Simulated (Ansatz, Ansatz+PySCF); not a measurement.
```
atom    x (Å)    y (Å)    z (Å)
   H  -0.0107   0.0462  -1.5373
   C   0.0240  -0.0382  -0.4981
   C   0.0095   0.0308   0.7737
```

UHF on doublet C₂H was run in several spherical basis sets with Ansatz (development build ahead of 0.2.0). Caution for UHF: the unrestricted determinant is spin contaminated.

**Question.** Rank the basis sets by the total energy that they give, lowest first, with the distance from the lowest.
A. def2-SVP
B. cc-pVTZ
C. def2-TZVP
D. 6-31G(d)

**Answer.** C (0.00 eV), B (0.06 eV), D (0.77 eV), A (2.30 eV).

Totals follow the description of the cores as much as that of the bonds, so this order isn't one of quality for chemistry.
